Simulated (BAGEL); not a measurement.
**FCI/STO-3G (density fitting with qzvpp-jkfit) run of BH2F (SMILES [H]B([H])F)**

What is the vertical electron affinity of BH2F at FCI/STO-3G (density fitting with qzvpp-jkfit)? 

The calculation is run with BAGEL 1.2.2.

4 further runs of the same task are left out: 4 set aside as unsound or not needed.

## (1) The structure to begin with

BH2F: 4 atoms, total charge 0, spin state singlet. As SMILES, `[H]B([H])F`. The shape is that of a GFN2-xTB optimisation.

Bond lengths: B1–F4 1.306 Å, B1–H2 1.171 Å, B1–H3 1.171 Å. Angles: H2–B1–F4 117.3°, H3–B1–F4 117.3°, H2–B1–H3 125.4°.

## (2) The energy at FCI/STO-3G (density fitting with qzvpp-jkfit)

Input file job.json:

```json
{ "bagel": [

{
  "title": "molecule",
  "basis": "sto-3g",
  "df_basis": "qzvpp-jkfit",
  "angstrom": true,
  "geometry": [
    { "atom": "B", "xyz": [    0.029990,    0.049200,    0.000600 ] },
    { "atom": "H", "xyz": [    1.198420,   -0.033970,    0.015630 ] },
    { "atom": "H", "xyz": [   -0.578270,    1.050180,   -0.019450 ] },
    { "atom": "F", "xyz": [   -0.650140,   -1.065400,    0.003230 ] }
  ]
},
{ "title": "hf" },
{ "title": "fci", "nstate": 1, "ncore": 2 }

]}
```

Command:

```sh
$ BAGEL_NUM_THREADS=1 BAGEL job.json > job.out
```

The program printed:

```text
* using 1 threads per process

  ===============================================================
  ===============================================================

  *** Geometry ***

  { "atom" : "B", "xyz" : [      0.056673,      0.092975,      0.001134 ] },
  { "atom" : "H", "xyz" : [      2.264686,     -0.064194,      0.029536 ] },
  { "atom" : "H", "xyz" : [     -1.092772,      1.984553,     -0.036755 ] },
  { "atom" : "F", "xyz" : [     -1.228587,     -2.013314,      0.006104 ] },

  Number of auxiliary basis functions:      188

  Since a DF basis is specified, we compute 2- and 3-index integrals:
    o Being stored without compression. Storage requirement is 0.000 GB

  Number of basis functions:       12
  Number of electrons      :       16

    * METHOD: MOLECULE                             0.03

  *** RHF ***

  === Nuclear Repulsion ===
    27.5083481709

      * DIIS with orbital gradients will be used.

  === RHF iteration (sto-3g) ===
      0       -123.55268087          0.03228946           0.00
      1       -123.59983999          0.00836692           0.00
      2       -123.60288077          0.00166472           0.00
      3       -123.60306707          0.00008224           0.00
      4       -123.60306768          0.00001591           0.00
      5       -123.60306770          0.00000285           0.00
      6       -123.60306770          0.00000092           0.00
      7       -123.60306770          0.00000016           0.00
      8       -123.60306770          0.00000002           0.00
      9       -123.60306770          0.00000000           0.00
    * SCF iteration converged.

    * Permanent dipole moment:
           (   -0.038703,    -0.063522,    -0.001005) a.u.

    * METHOD: HF                                   0.05

  ---------------------------
        FCI calculation
  ---------------------------

  Performs exactly the same way as Knowles & Handy 1984 CPL

  o alpha-beta strings
      length:           420
  o size of the space
      determinant space:  44100
      spin-adapted space: 13860

  o single displacement lists (alpha)
      length:          6300
  o single displacement lists (beta)
      length:          6300

     guess   0:   closed 111111....           open ..........

  === FCI iteration ===

      0  0      -123.60306770     1.85e-03      0.05
      1  0      -123.67174394     8.76e-04      0.05
      2  0      -123.68309843     3.54e-04      0.05
      3  0      -123.68492089     1.87e-04      0.05
      4  0      -123.68526981     8.00e-05      0.04
      5  0      -123.68534590     3.71e-05      0.05
      6  0      -123.68535781     1.53e-05      0.05
      7  0      -123.68535974     5.72e-06      0.05
      8  0      -123.68536000     2.04e-06      0.04
      9  0      -123.68536003     7.56e-07      0.05
     10  0      -123.68536004     2.97e-07      0.05
     11  0      -123.68536004     9.79e-08      0.05
     12  0      -123.68536004     3.98e-08      0.05
     13  0      -123.68536004     1.41e-08      0.05
     14  0      -123.68536004     5.29e-09      0.05
     15  0      -123.68536004     2.24e-09      0.05
     16  0      -123.68536004     7.76e-10      0.05
     17  0      -123.68536004     2.81e-10      0.04
     18  0 *    -123.68536004     9.54e-11      0.04

     * ci vector, state   0, <S^2> = -0.0000
       222222....     0.9714718062
       2222.22...    -0.0828633913
       2222a2b...    -0.0637252522
       2222b2a...    -0.0637252522

    * METHOD: FCI                                  0.88

  ===============================================================
```

Run time: 1.1 s. Hardware: 1 thread of Arm Neoverse V1, shared host.

## (3) The doublet anion at the same level

Input file job.json:

```json
{ "bagel" : [

{
  "title" : "molecule",
  "basis" : "sto-3g",
  "df_basis" : "qzvpp-jkfit",
  "angstrom" : true,
  "geometry" : [
    { "atom" : "B", "xyz" : [       0.029990,       0.049200,       0.000600 ] },
    { "atom" : "H", "xyz" : [       1.198420,      -0.033970,       0.015630 ] },
    { "atom" : "H", "xyz" : [      -0.578270,       1.050180,      -0.019450 ] },
    { "atom" : "F", "xyz" : [      -0.650140,      -1.065400,       0.003230 ] }
  ]
},

{
  "title" : "hf"
},

{
  "title" : "fci",
  "nstate" : 1,
  "charge" : -1,
  "ncore" : 2,
  "nspin" : 1
}

]}
```

Command:

```sh
$ BAGEL_NUM_THREADS=1 BAGEL job.json > job.out
```

The program printed:

```text
* using 1 threads per process

  ===============================================================
  ===============================================================

  *** Geometry ***

  { "atom" : "B", "xyz" : [      0.056673,      0.092975,      0.001134 ] },
  { "atom" : "H", "xyz" : [      2.264686,     -0.064194,      0.029536 ] },
  { "atom" : "H", "xyz" : [     -1.092772,      1.984553,     -0.036755 ] },
  { "atom" : "F", "xyz" : [     -1.228587,     -2.013314,      0.006104 ] },

  Number of auxiliary basis functions:      188

  Since a DF basis is specified, we compute 2- and 3-index integrals:
    o Being stored without compression. Storage requirement is 0.000 GB

  Number of basis functions:       12
  Number of electrons      :       16

    * METHOD: MOLECULE                             0.03

  *** RHF ***

  === Nuclear Repulsion ===
    27.5083481709

      * DIIS with orbital gradients will be used.

  === RHF iteration (sto-3g) ===
      0       -123.55268087          0.03228946           0.00
      1       -123.59983999          0.00836692           0.00
      2       -123.60288077          0.00166472           0.00
      3       -123.60306707          0.00008224           0.00
      4       -123.60306768          0.00001591           0.00
      5       -123.60306770          0.00000285           0.00
      6       -123.60306770          0.00000092           0.00
      7       -123.60306770          0.00000016           0.00
      8       -123.60306770          0.00000002           0.00
      9       -123.60306770          0.00000000           0.00
    * SCF iteration converged.

    * Permanent dipole moment:
           (   -0.038703,    -0.063522,    -0.001005) a.u.

    * METHOD: HF                                   0.04

  ---------------------------
        FCI calculation
  ---------------------------

  Performs exactly the same way as Knowles & Handy 1984 CPL

  o alpha-beta strings
      length:           330
  o size of the space
      determinant space:  25200
      spin-adapted space: 13860

  o single displacement lists (alpha)
      length:          3360
  o single displacement lists (beta)
      length:          6300

     guess   0:   closed 111111....           open ......1...

  === FCI iteration ===

      0  0      -123.32593747     2.44e-03      0.02
      1  0      -123.40011330     9.57e-04      0.02
      2  0      -123.40820958     3.50e-04      0.03
      3  0      -123.40908407     1.19e-04      0.03
      4  0      -123.40916413     4.33e-05      0.03
      5  0      -123.40917545     1.41e-05      0.04
      6  0      -123.40917644     4.90e-06      0.04
      7  0      -123.40917657     1.67e-06      0.03
      8  0      -123.40917658     5.49e-07      0.02
      9  0      -123.40917658     1.98e-07      0.02
     10  0      -123.40917658     9.12e-08      0.02
     11  0      -123.40917658     3.05e-08      0.03
     12  0      -123.40917658     1.23e-08      0.03
     13  0      -123.40917658     4.27e-09      0.03
     14  0      -123.40917658     1.54e-09      0.02
     15  0      -123.40917658     4.86e-10      0.02
     16  0      -123.40917658     1.93e-10      0.02
     17  0 *    -123.40917658     6.08e-11      0.03

     * ci vector, state   0, <S^2> = 0.7500
       222222a...     0.9736114994
       22222aa..b    -0.0728740226
       2a2222ab..     0.0611479976
       222a22ab..    -0.0555654464
       2a2222ba..     0.0540515684
       22222ba..a     0.0518603623

    * METHOD: FCI                                  0.50

  ===============================================================
```

Run time: 0.71 s. Hardware: 1 thread of Arm Neoverse V1, shared host.

## (4) Outcome

At FCI/STO-3G (density fitting with qzvpp-jkfit), 2 core orbitals frozen:

| quantity | value |
| --- | --- |
| singlet BH2F: total energy | -123.68536 Eh |
| doublet anion: total energy | -123.40918 Eh |
| vertical electron affinity (to the doublet anion) | -7.515 eV |

The anion lies 7.52 eV (173 kcal/mol) above the neutral: the electron isn't bound at this level, and such a value depends on the basis. Without diffuse functions anions come out too high. In a minimal basis such a difference can be off by several eV, whatever the method.
